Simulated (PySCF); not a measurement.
C₄H₈ClF.
Bonds: C1–C2, C2–C3, C2–Cl4, C2–C5, C5–F6. Hydrogens: H7, H8, H9 on C1; H10, H11, H12 on C3; H13, H14 on C5.

The geometry is computed with GFN2-xTB (gas phase).

(1) List the bond lengths, angles and torsions at this level.

Results:

(1) 
```
                  bond  length (pm)
          C1–C2, C2–C3        152.1
                C2–Cl4        180.5
                 C2–C5        153.0
                 C5–F6        137.2
C1–H7 and 5 like bonds        108.8
        C5–H13, C5–H14        109.4
```

Bonds in one row agree within 1 pm and their mean is given. A selection of angles:
```
     angle  degrees
  C2–C1–H7    110.4
  C2–C1–H8    110.7
  H7–C1–H8    108.7
  C1–C2–C3    112.0
 C1–C2–Cl4    108.6
  C1–C2–C5    111.2
 Cl4–C2–C5    105.2
  C2–C5–F6    110.0
 C2–C5–H13    111.3
 F6–C5–H13    107.1
H13–C5–H14    110.0
```

Torsions: C1–C2–C5–F6 -63° (synclinal).

Of the pairs four or more bonds apart, F6···H11 is among the closest relative to their van der Waals radii: 2.60 Å, 97 % of the sum of Bondi's values.

Point group: Cs (every atom within 0.08 Å of its image). Whether it is a minimum is left open (no frequencies). The numbers are those of one conformer.
